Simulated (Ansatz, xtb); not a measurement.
## Ranking isomers of C4H5P

5 gas-phase structures of C4H5P, from a drawn sample of its isomers (lower ones may exist). Each was relaxed with GFN2-xTB:

A. `C=CCC#P`, a singlet
B. `P#CC1CC1`, a singlet
C. `C/C=C/C#P`, a singlet
D. `C1=CPC=C1`, a singlet
E. `C=C(C)C#P`, a singlet

Q: Estimate their order in r2SCAN-D4/def2-SVP energy at these geometries, lowest first.

A: Calculated order at r2SCAN-D4/def2-SVP: D (0.0), C (16.2), E (17.4), B (22.4), A (24.3) kcal/mol.

Energies above the lowest of each column, in kcal/mol; the last columns are at B3LYP/def2-SVP geometries and were run for some of them only (a dash: not run or not comparable):

| structure | GFN2-xTB | HF/STO-3G | r2SCAN-D4/def2-SVP | B3LYP/def2-SVP | CCSD(T)/def2-SVP + ΔMP2/def2-TZVPP |
| --- | --- | --- | --- | --- | --- |
| D | 0.0 | 0.0 | 0.0 | 0.0 | 0.0 |
| C | 20.0 | 39.2 | 16.2 | 11.4 | 13.0 |
| E | 20.1 | 40.2 | 17.4 | 13.2 | 12.8 |
| B | 19.5 | 38.2 | 22.4 | – | – |
| A | 27.7 | 46.4 | 24.3 | – | – |

Every level run on D puts it lowest or level with the lowest. CCSD(T)/def2-SVP + ΔMP2/def2-TZVPP orders those it was run on as D (0.0), E (12.8), C (13.0) kcal/mol. Less than 1 kcal/mol parts E and C, so the order within that pair means little. Flexible structures stand in one conformer each, not always the lowest. Frequencies (B3LYP/def2-SVP) were run for C, D, E alone. The ΔMP2 step shifts differences by up to 5.1 kcal/mol, which makes them less sure. ΔMP2 is the change of the MP2 energy from the smaller to the larger basis.

Over these structures GFN2-xTB departs from r2SCAN-D4/def2-SVP by 2.3 kcal/mol on average once a common shift is removed. A GFN2-xTB relaxation took about 0.072 s and the r2SCAN-D4/def2-SVP energy about 1.3 s on a shared host (Ansatz 0.2.0, xtb 6.7.1).
